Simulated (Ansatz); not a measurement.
Gas-phase electronic energies from Ansatz, PBE0-D4/def2-TZVP geometries. CBS: MP2 limit from def2 TZ/QZ plus the TZ coupled-cluster correction, frozen cores. DFT in def2-TZVPP. B3LYP here is the variant with VWN-RPA as its local correlation; programs differ in this.

Consider the isomerisation: 1,4-dioxane → `CC1OCCO1`.

```
             level  ΔE (kJ/mol)  difference from CCSD(T)/CBS
            PBE-D4        -27.4                          1.0
         r2SCAN-D4        -29.6                         -1.2
           PBE0-D4        -28.7                         -0.3
          B3LYP-D4        -26.1                          2.3
           ωB97X-V        -28.7                         -0.3
           ωB97M-V        -29.4                         -1.0
            B2PLYP        -29.3                         -0.9
               PBE        -29.1                         -0.7
            r2SCAN        -29.9                         -1.5
              PBE0        -30.0                         -1.6
             B3LYP        -28.8                         -0.4
     HF/def2-TZVPP        -32.6                         -4.2
    MP2/def2-TZVPP        -30.6                         -2.2
SCS-MP2/def2-TZVPP        -29.3                         -0.9
   CCSD/def2-TZVPP        -28.9                         -0.5
CCSD(T)/def2-TZVPP        -29.1                         -0.7
     HF/def2-QZVPP        -32.5                         -4.1
    MP2/def2-QZVPP        -30.2                         -1.8
SCS-MP2/def2-QZVPP        -28.9                         -0.5
      HF/CBS(def2)        -32.5                         -4.1
     MP2/CBS(def2)        -29.9                         -1.5
    CCSD/CBS(def2)        -28.1                          0.3
       CCSD(T)/CBS        -28.4                            0
```

Largest T1 diagnostic among the species: 0.011.
